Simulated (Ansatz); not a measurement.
Results of Hartree–Fock (plane waves, PAW; Ansatz, a program for electronic structure) for bcc Ba.

Numerical settings: plane-wave cutoff 460 eV, 10×10×10 k mesh, Fermi–Dirac smearing 0.05 eV, scalar-relativistic PAW data made under PBE.

The volume scan:

```
V (Å³/atom)  E − E_lowest (meV/atom)  P (GPa)
-----------  -----------------------  -------
88.629                          7.57    0.437
90.961                          2.58    0.250
93.293                          0.16    0.085
95.626                          0.00   -0.062
97.958                          1.85   -0.191
```

Q: Estimate the bulk modulus and its pressure derivative from these points.

A: V0 = 94.622 Å³/atom, B0 = 5.88 GPa, B′ = 4.0 (fit to the energies at full precision).

Measured, for comparison: bulk modulus 9.34 GPa (corrected for temperature and zero-point phonon effects, our sources range from 9.34 to 10.6; as tabulated in Levämäki et al. (2014), arXiv:1402.3671); equilibrium volume per atom 62.31 Å³/atom (low-temperature or extrapolated to 0 K; zero-point anharmonic expansion removed; as tabulated in Csonka et al. (2009), arXiv:0903.4037). Computed (rounded) less measured: bulk modulus -37 % (-37 % to -45 % over the range), equilibrium volume per atom +51.9 %.

Note: the cell is over a tenth larger than the published one (another phase or state, or a fault of the published cell, is possible).

Spin–orbit coupling is not included.

Computed values are for the static lattice.
